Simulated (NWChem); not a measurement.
Species: thiophene (C4H4S); SMILES s1cccc1

Results from NWChem. Pople sets run with spherical d functions. The geometry was optimised at PBE0/def2-SVP.

Among these, which level gives the highest value of “dipole (D)”?
A. B3LYP/6-31+G*
B. B3LYP/def2-SVPD
C. B3LYP/3-21G
D. B3LYP/6-31G*

C, B3LYP/3-21G. Values: B3LYP/6-31+G* 0.49; B3LYP/def2-SVPD 0.51; B3LYP/6-31G* 0.57; B3LYP/3-21G 0.66
